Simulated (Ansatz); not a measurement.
System: fcc Ni. Method: r²SCAN-D4 (PAW; Ansatz, a first-principles code).

Run with plane-wave cutoff 560 eV, 26×26×26 k mesh, Fermi–Dirac smearing 0.05 eV, spin-polarised with parallel moments, scalar-relativistic PAW data made under PBE.

Results at a series of volumes:

```
V (Å³/atom)  E − E_lowest (meV/atom)  P (GPa)
-----------  -----------------------  -------
9.792                          30.01    16.35
10.000                         12.81    10.24
10.208                          3.08     4.82
10.417                          0.00     0.02
10.625                          2.79    -4.23
10.833                         10.78    -7.97
11.042                         23.34   -11.29
```

Task: Estimate the bulk modulus from the pressures at 10.208 and 10.625 Å³/atom, and compare it with a fit to all energies.

Result: B = −V dP/dV. Between V = 10.208 and 10.625 Å³/atom, dP/dV = (-4.23 − (4.82))/(10.625 − 10.208) = -21.7 GPa per Å³/atom; at the midpoint 10.416 Å³/atom this gives B ≈ 226 GPa. The third-order Birch–Murnaghan fit gives V0 = 10.418 Å³/atom, B0 = 225 GPa, B′ = 5.1, which lies within 1 % of that estimate.

Measured, for comparison: bulk modulus 192 GPa (0 K value with the zero-point phonon effect removed, our sources range from 186 to 195; as tabulated in Mejia-Rodriguez and Trickey (2018), arXiv:1807.09216); equilibrium volume per atom 10.79 Å³/atom (static lattice: zero-point anharmonic expansion removed; as tabulated in Mejia-Rodriguez and Trickey (2018), arXiv:1807.09216). Computed (rounded) less measured: bulk modulus +17 % (+15 % to +21 % over the range), equilibrium volume per atom -3.4 %.

Computed values are for the static lattice.

Cost on a shared machine: about 8 core-minutes (a rough figure).
